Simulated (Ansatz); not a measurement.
Cubic perovskite SrTiO3 (cubic form, which distorts at low temperature), treated with Hartree–Fock in Ansatz (plane waves, PAW).

The input as run:

Ansatz 0.2 input:
```yaml
crystal:
  lattice:
    - [3.9100153379, 0.0, 0.0]
    - [0.0, 3.9100153379, 0.0]
    - [0.0, 0.0, 3.9100153379]
  atoms:
    - { symbol: Sr, position: [0.0, 0.0, 0.0] }
    - { symbol: Ti, position: [0.5, 0.5, 0.5] }
    - { symbol: O, position: [0.5, 0.0, 0.5] }
    - { symbol: O, position: [0.0, 0.5, 0.5] }
    - { symbol: O, position: [0.5, 0.5, 0.0] }
basis:
  ecutwfc: 460
  ecutrho_ratio: 4
  xc_grid: 2
kpoints:
  mp_grid: { grid: [6, 6, 6] }
hamiltonian:
  xc: hf
  dispersion: none
  pseudopotentials: { kind: paw }
scf:
  occupations: { method: fermi_dirac, width: 0.01 }
  convergence: { dr2_threshold: 0.0000000005 }
output:
  forces: true
  stress: true
  eigenvalues: true
```

From the output:

```
WARN output.stress: scf.exx.energy_threshold = 1e-6 eV is looser than the 5e-8 eV advised for a stress under a hybrid functional (1e-8 eV for each atom of the …
Crystal: 5 atoms, lattice volume = 59.777 Å³
Basis set: ecut = 460 eV, 1357 PW (Γ), exchange–correlation on 60×60×60 points (8 copies of the dense FFT grid, shifted against one another)
Bands: 25, of which v1, the nominal top of the filled ones, is band 20 counted from 1 (19 counted from 0)
Symmetry: 48 space group operations
Space group: Pm-3m (ITA 221), of the structure as read, at distance tolerance 3.9e-5 Å
k-points: 20 of 216
Functional: x = pbe(κ = 0.804, μ = 0.2195149727645171), c = none, warm-up for x = 0 pbe(κ = 0.804, μ = 0.2195149727645171) + 1 exact, c = none
SCF iter   1: F=—  HF=-7654.111202 eV  |F-HF|=—  |Δ(HF+E_count)|=         —  Δρ=1.70e-2  dr2=1.51e-1
SCF iter   2: F=—  HF=-7654.086271 eV  |F-HF|=—  |Δ(HF+E_count)|=   2.49e-2  Δρ=4.22e-3  dr2=1.39e-2
  ...
Crystal: 5 atoms, lattice volume = 59.777 Å³
Initial density: handed on by an earlier stage of this run
Functional: x = 0 pbe(κ = 0.804, μ = 0.2195149727645171) + 1 exact, c = none
Crystal: 5 atoms, lattice volume = 59.777 Å³
Crystal: 5 atoms, lattice volume = 59.777 Å³
Crystal: 5 atoms, lattice volume = 59.777 Å³
SCF iter   4: F=—  HF=-7665.058396 eV  |F-HF|=—  |Δ(HF+E_count)|=  9.55e-11  Δρ=1.63e-6  dr2=9.61e-10
SCF iter   5: F=-7665.058396 eV  HF=-7665.058396 eV  |F-HF|=2.60e-10  |Δ(HF+E_count)|=  2.02e-10  Δρ=7.66e-7  dr2=3.13e-10
SCF 5 converged in 5 iterations: F = -7665.058396 eV  dr2 = 3.13e-10
Free energy (F): -7665.058396 eV
Internal energy: -7665.058396 eV  (E = F + TS)
E sigma→0 (E₀):  -7665.058396 eV
Fermi energy:    11.340244 eV
--- Forces (eV/Å), atoms counted from 1 ---
  atom   1  Sr    -0.00000000     0.00000000     0.00000000
  atom   2  Ti     0.00000000    -0.00000000     0.00000000
  atom   3  O      0.00000000    -0.00000000     0.00000000
  atom   4  O      0.00000000    -0.00000000     0.00000000
  atom   5  O      0.00000000    -0.00000000     0.00000000
--- Stress (GPa, compression-positive) ---
       -0.154003       0.000000       0.000000
        0.000000      -0.154003       0.000000
        0.000000       0.000000      -0.154003
  P = ⅓ Tr σ = -0.1540 GPa (-1.540 kbar)
```

The cell is one volume of an energy–volume scan, off the minimum.

The PAW data were made under PBE.

Ansatz is a quantum-chemistry and plane-wave program.
